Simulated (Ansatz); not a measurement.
We consider α-phase Ga, described by LDA (Ansatz, a quantum-chemistry and plane-wave program, PAW).

Numerical settings: plane-wave cutoff 520 eV, 14×14×12 k mesh (along the axes of the cell as run), Fermi–Dirac smearing 0.05 eV, scalar-relativistic PAW data made under PBE.

The cell is scaled about its equilibrium volume:

Shape and atoms are relaxed at each volume.

```
V (Å³/atom)  P (GPa)  c (Å)  a (Å)
-----------  -------  -----  -----
17.623          3.04  4.378  4.348
17.990          1.43  4.408  4.382
18.357          0.00  4.438  4.415
18.724         -1.25  4.468  4.447
19.091         -2.36  4.497  4.481
```

Note: the bulk modulus comes from volumes at which shape and atoms were relaxed.
